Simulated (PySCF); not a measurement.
Run record: geometry optimisation, `C([N+]#[C-])(C)(C)C`.

Method: PBE0-D3(BJ)/def2-SVP geometry optimisation, gas phase (PySCF 2.14.0). Start geometry: MMFF94s. The input is one job of a driver script: a line of settings, then coordinates in Å.

Input:
```
{"job": {"xc": "PBE0", "basis": "def2-SVP", "d3": "d3bj", "grid": 1, "kind": "geom"}, "charge": 0, "multiplicity": 1}
C      0.775868    -1.308165     2.367937
N      0.452620    -0.763148     1.381389
C      0.055081    -0.092869     0.168104
C     -0.835941     1.099497     0.529535
C      1.309902     0.392170    -0.564323
C     -0.718758    -1.078923    -0.712327
H     -1.162391     1.639719    -0.365708
H     -1.729498     0.772064     1.073062
H     -0.303990     1.805790     1.177035
H      1.053843     0.909200    -1.495445
H      1.887064     1.083552     0.060141
H      1.969410    -0.447199    -0.812498
H     -1.041360    -0.610135    -1.648296
H     -0.101999    -1.949288    -0.963630
H     -1.609851    -1.452265    -0.194976
```

Output:
```
step   0  E = -250.18607052  max force = 0.008629
step   1  E = -250.18555352  max force = 0.005343
step   2  E = -250.18603700  max force = 0.001380
step   3  E = -250.18638377  max force = 0.002108
step   4  E = -250.18661661  max force = 0.002399
step   5  E = -250.18671223  max force = 0.001029
step   6  E = -250.18672524  max force = 0.000161
optimisation converged
```

Energies in Eh; «max force» is the largest Cartesian gradient component in Eh/bohr.

Question: How much energy does the optimisation release, in kcal/mol?

Answer: E(step 0) − E(last step) = 0.000655 Eh, which is 0.4 kcal/mol.

Question: At which steps does the energy rise by more than 1e-5 Eh?

Answer: At step 1 (+0.52 mEh).

In short: final energy -250.18673 Eh after 6 steps; dipole 4.01 D.

Cost: about 30 s of CPU time on one thread; the machine was shared, so the figure is rough.
Labels such as C1 count atoms from 1, the log's own numbers from 0.
